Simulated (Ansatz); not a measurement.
Ansatz (a program for electronic structure) input:

Ansatz 0.2 input:
```yaml
crystal:
  periodic: [false, false, false]
  atoms:
    - {symbol: C, position_ang: [0.02626120, 0.80023624, -0.00162620]}
    - {symbol: N, position_ang: [-0.02330573, -0.71017665, 0.00144319]}
    - {symbol: H, position_ang: [-0.99358514, 1.17371220, -0.00278660]}
    - {symbol: H, position_ang: [-0.51214923, -1.06595556, 0.82736530]}
    - {symbol: H, position_ang: [-0.51150715, -1.06933122, -0.82339698]}
    - {symbol: H, position_ang: [0.55255591, 1.12478962, 0.89126304]}
    - {symbol: H, position_ang: [0.55325085, 1.12113599, -0.89542565]}
    - {symbol: H, position_ang: [0.91700769, -1.11453191, 0.00263580]}
basis:
  gaussian:
    orbitals: def2-TZVPD
hamiltonian:
  xc: {name: r2SCAN}
total_charge: 1
output: {forces: true}
```

Q: Which total energy does the run end on?

A: -96.18952 Eh (r2SCAN/def2-TZVPD). The basis has 128 functions.

It need not be the lowest isomer of its formula.
